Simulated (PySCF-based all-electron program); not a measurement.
## Force along the bond of ClF, singlet

Calculated with an in-house all-electron program built on PySCF, in large uncontracted Gaussian sets near the basis limit; the spin-free Dirac equation, no spin–orbit coupling, spin-restricted. Forces are good to about 0.003 eV/Å. A positive force pushes the atoms apart.

| r (Å) | LDA (eV/Å) | PBEsol (eV/Å) | PBE (eV/Å) |
| --- | --- | --- | --- |
| 1.45803 | 7.638 | 8.134 | 8.606 |
| 1.6124 | – | – | 1.087 |
| 1.62004 | 0.067 | 0.428 | ? |
| 1.78204 | – | – | ? |

Problem. What does PBE give at the lengths left open?

Solution. 1.62004 Å: 0.847 eV/Å; 1.78204 Å: -2.477 eV/Å.

Problem. Between which listed lengths does the PBE force vanish, and at which of the two is it smaller?

Solution. Between 1.620 and 1.782 Å. The force is smaller at 1.620 Å.

Problem. At 1.62004 Å, order the functionals from the one that pulls the atoms together most to the one that pushes them apart most.

Solution. LDA (0.067), PBEsol (0.428), PBE (0.847).
